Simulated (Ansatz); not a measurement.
# C3H6FNO: the cost of one run

Program: Ansatz 0.2.0. Level of theory: RKS PBE/def2-SVP. These are calculated values, not measurements.

### 1 The starting structure

Bond lengths: C1–N2 1.348 Å, N2–C3 1.468 Å, C3–F4 1.352 Å, C3–O5 1.452 Å, O5–C6 1.441 Å, C1–H7 1.099 Å, C1–H8 1.066 Å, C3–H9 1.046 Å, C6–H10 1.084 Å, C6–H11 1.110 Å, C6–H12 1.067 Å. Angles (14 of 17 angles, heavy atoms first): C1–N2–C3 111.4°, N2–C3–F4 108.9°, N2–C3–O5 115.4°, F4–C3–O5 101.2°, C3–O5–C6 110.1°, N2–C1–H7 115.9°, N2–C1–H8 123.3°, N2–C3–H9 108.6°, F4–C3–H9 112.2°, O5–C3–H9 110.4°, O5–C6–H10 107.2°, O5–C6–H11 110.4°, O5–C6–H12 110.5°, H7–C1–H8 120.7°.

Coordinates:

```xyz
12

C    -0.1454   -1.0889    1.7345
N    -0.9372   -0.3053    0.9760
C    -0.6772   -0.5079   -0.4547
F    -0.6239   -1.8349   -0.7062
O     0.6312   -0.0800   -0.9159
C     0.7019    1.3595   -0.9405
H    -0.2769   -0.9945    2.8216
H     0.6076   -1.7271    1.3307
H    -1.4307   -0.0318   -1.0015
H     1.6949    1.6264   -1.2835
H     0.5619    1.7711    0.0808
H    -0.0292    1.7582   -1.6074
```

### 2 End point A

Contents of input.yaml:

```yaml
crystal:
  periodic: [false, false, false]
  atoms:
    - { symbol: C, position_ang: [-0.1454, -1.0889, 1.7345] }
    - { symbol: "N", position_ang: [-0.9372, -0.3053, 0.976] }
    - { symbol: C, position_ang: [-0.6772, -0.5079, -0.4547] }
    - { symbol: F, position_ang: [-0.6239, -1.8349, -0.7062] }
    - { symbol: O, position_ang: [0.6312, -0.08, -0.9159] }
    - { symbol: C, position_ang: [0.7019, 1.3595, -0.9405] }
    - { symbol: H, position_ang: [-0.2769, -0.9945, 2.8216] }
    - { symbol: H, position_ang: [0.6076, -1.7271, 1.3307] }
    - { symbol: H, position_ang: [-1.4307, -0.0318, -1.0015] }
    - { symbol: H, position_ang: [1.6949, 1.6264, -1.2835] }
    - { symbol: H, position_ang: [0.5619, 1.7711, 0.0808] }
    - { symbol: H, position_ang: [-0.0292, 1.7582, -1.6074] }
basis:
  gaussian: { orbitals: def2-SVP }
hamiltonian:
  xc: pbe
relax:
  f_tol: 0.02
  max_steps: 50
output:
  orbitals: {}
```

Launch:

```bash
$ ansatz run input.yaml --threads 2 --pin off --max-ram 3072MiB --backend cpu --events-out ev --progress --plain --runs-dir out
```

What time and memory should one allow on 2 threads of Intel Xeon Platinum 8488C (Sapphire Rapids), shared host?

About 30 s, with a peak of 0.17 GiB.
